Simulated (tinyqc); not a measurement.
Inside a calculation. Method: extended Hueckel theory, for BH3. One step of it, computed by the program tinyqc.

Problem. Wolfsberg-Helmholz matrix. H_ij = K' S_ij (H_ii + H_jj)/2 for i != j (the diagonal keeps H_ii), with K' = K + D^2 + D^4 (1 - K), D = (H_ii - H_jj)/(H_ii + H_jj), K = 1.5.

overlap S, lower triangle:
```
           1B 2s     1B 2px     1B 2py     1B 2pz     2H 1s     3H 1s     4H 1s
1B 2s   1.000000
1B 2px  0.000000   1.000000
1B 2py  0.000000   0.000000   1.000000
1B 2pz  0.000000   0.000000   0.000000   1.000000
2H 1s   0.511375   0.545486   0.000000  -0.011474  1.000000
3H 1s   0.511313  -0.272933   0.472255  -0.011472  0.106728  1.000000
4H 1s   0.511313  -0.272933  -0.472255  -0.011472  0.106728  0.106844  1.000000
```

diagonal H_ii (eV): 1B 2s -15.200000, 1B 2px -8.500000, 1B 2py -8.500000, 1B 2pz -8.500000, 2H 1s -13.600000, 3H 1s -13.600000, 4H 1s -13.600000

K = 1.500000

Give: H.

Solution.

H (eV), lower triangle:
```
          1B 2s  1B 2px  1B 2py  1B 2pz    2H 1s    3H 1s    4H 1s
1B 2s   -15.200
1B 2px    0.000  -8.500
1B 2py    0.000   0.000  -8.500
1B 2pz    0.000   0.000   0.000  -8.500
2H 1s   -11.068  -9.354   0.000   0.197  -13.600
3H 1s   -11.067   4.680  -8.098   0.197   -2.177  -13.600
4H 1s   -11.067   4.680   8.098   0.197   -2.177   -2.180  -13.600
```
